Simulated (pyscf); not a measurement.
Structures and frequencies: ωB97X-D3(BJ)/def2-SVP in PySCF.

For CH₄ + HS–SnH₃ → H₃C–SnH₃ + H₂S, a four-centre exchange (singlet surface; C–H, S–Sn broken, C–Sn, H–S formed), PBE/def2-TZVP gives ΔE‡ = 57.0 kcal/mol and ΔE = +20.4 kcal/mol (zero: the separated reactants). In which direction and how far do r²SCAN/def2-TZVP, PBE0-D3(BJ)/def2-TZVP, ωB97M-D3(BJ)/def2-TZVP move these?

r²SCAN: ΔE‡ = 59.1 kcal/mol, ΔE = +21.0 kcal/mol; PBE0-D3(BJ): ΔE‡ = 59.3 kcal/mol, ΔE = +20.6 kcal/mol; ωB97M-D3(BJ): ΔE‡ = 64.4 kcal/mol, ΔE = +19.6 kcal/mol. PBE's barrier lies under all of them, by 2.1 to 7.3 kcal/mol. Its reaction energy lies among theirs. This is the saddle that the search found; another between the same sides may lie lower. Elements past Kr carry the def2 core potentials, without spin-orbit coupling.
